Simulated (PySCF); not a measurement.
# How methods differ on the ionisation energy of Ne

Ne [Ne] (1S) → Ne⁺ [He] 2s2 2p5 (2P), as a difference of total energies. Computed with PySCF 2.14 in aug-cc-pVTZ, with the non-relativistic Hamiltonian (point nucleus). Correlated levels: valence: 1s2 frozen. The calculations carry no spin-orbit coupling.

```tsv
method	ionisation energy (eV)	plus first-order spin-orbit estimate	error of that sum (eV)
UHF	19.693	19.661	-1.904
MP2 (valence)	21.664	21.632	+0.067
SCS-MP2 (valence)	21.516	21.483	-0.082
CCSD (valence)	21.392	21.359	-0.206
CCSD(T) (valence)	21.460	21.428	-0.137
```

Reference: 21.565 eV (measured; NIST Atomic Spectra Database, ionization energies).

A first-order spin-orbit estimate (lowest level to lowest level, LS coupling) adds -0.032 eV.

Errors of the correlated levels include the incompleteness of this basis and the frozen core.
